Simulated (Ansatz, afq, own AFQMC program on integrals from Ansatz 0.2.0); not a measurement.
**Where AFQMC and coupled cluster stand for F, doublet**

A free F atom.

Basis 6-31G. Only valence electrons are correlated. Ansatz 0.2.0 and our own AFQMC program on the same integrals; the CISD trial comes from CCSD amplitudes, and released means the phaseless constraint is let go. Free projection: walkers drawn from exp(T), propagated without any constraint. Its projection time is finite, and what remains of the start isn't in its error. Error bars are statistical, one sigma.

Determinant: UHF, the one that the program's search chose, which needn't be the lowest solution.

Full CI on the same integrals is exact in this basis and with this determinant's frozen core.

```
T1 diagnostic                               : 0.0036
weight of the determinant in the CISD state : 0.980
⟨S²⟩ of the determinant                     : 0.751
size of the correlated space                : 7 electrons in 8 orbitals
```

```tsv
level	correlation energy (eV)
MP2	-2.1561
CCSD	-2.3166
CCSD(T)	-2.3289
```

Q: Estimate where phaseless AFQMC with the Hartree–Fock trial lies against CCSD(T) on the same integrals.

A: 1.9 ± 1.2 kJ/mol above CCSD(T). The gap is under twice the noise, so this walk alone can't tell the two apart.

Reference: full CI, correlation energy -2.332 eV. The released energy is read at 1.50 1/Eh (meV from the phaseless value at times in 1/Eh: 1.7 ± 0.4 at 0.24, 0.5 ± 0.5 at 0.50, 0.6 ± 0.5 at 1.00, 2.3 ± 1.1 at 1.50).

```tsv
level	E − E(reference) (kJ/mol)	share of correlation (%)
CCSD(T)	0.3	99.85
CCSDT	0.2	99.92
CCSDT(Q)	0.0	100.00
CCSDTQ	0.0	100.00
ph-AFQMC/HF	2.2 ± 1.2	99.01
ph-AFQMC/CISD	-0.1 ± 0.2	100.05
released AFQMC	0.1 ± 0.1	99.95
free AFQMC	0.0 ± 0.07	100.02
```

CCSDT and higher add their correlation energy to the determinant of the CCSD(T) run, since their own runs factorise the integrals more tightly (a shift of under 2 meV). Free projections are given only where their last times agree within the noise and don't stop above the reference; a slow remainder of the start can still hide under it. A walk keeps the symmetry of its determinant, which the program's search chose and which needn't be the lowest solution, so a lower state of the same spin and another symmetry isn't excluded. Released energies are given only where the last usable release times agree within the noise; a slower fall can still hide under it.
